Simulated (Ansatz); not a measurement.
Frontier orbitals of ClNO.

```xyz
3

Cl   -0.262   -0.904   -1.153
N     0.249    0.548    0.034
O     0.013    0.356    1.119
```

Charge 0, multiplicity 1. The geometry is a stationary point of PBE0-D4/def2-TZVP. Basis def2-TZVPP, the Gaussian-basis code of Ansatz.

A caution on the coupled-cluster cation, which keeps the state that its UHF reference found: large T1 diagnostic of the cation; spin contamination of the cation.

```json
{"functional": "PBE", "HOMO (eV)": "-7.25", "LUMO (eV)": "-4.74", "gap (eV)": "2.51"}
{"functional": "PBE0", "HOMO (eV)": "-8.59", "LUMO (eV)": "-3.62", "gap (eV)": "4.97"}
{"functional": "r2SCANh", "HOMO (eV)": "-8.07", "LUMO (eV)": "-4.26", "gap (eV)": "3.81"}
{"functional": "HSE06 (plane-wave form)", "HOMO (eV)": "-8.19", "LUMO (eV)": "-4.01", "gap (eV)": "4.18"}
{"functional": "LC-ωPBE", "HOMO (eV)": "-11.12", "LUMO (eV)": "-1.07", "gap (eV)": "10.05"}
{"functional": "ωB97M-V", "HOMO (eV)": "-10.70", "LUMO (eV)": "-1.10", "gap (eV)": "9.60"}
```

(1) What is the vertical ionisation energy at frozen-core CCSD(T)/CBS(def2)? (An estimate is asked.)

Answers

(1) Ansatz gave: 11.40 eV (T1 of the cation 0.046).

From PBE to PBE0 the HOMO moves by −1.34 eV and the LUMO by +1.12 eV, and with ωB97M-V by −3.45 and +3.64 eV, so the gap grows from 2.51 to 9.60 eV with exact exchange. −ε(HOMO) differs from that ionisation energy by −4.15 eV with PBE and −0.70 eV with ωB97M-V.

LC-ωPBE has ω = 0.4 bohr⁻¹.
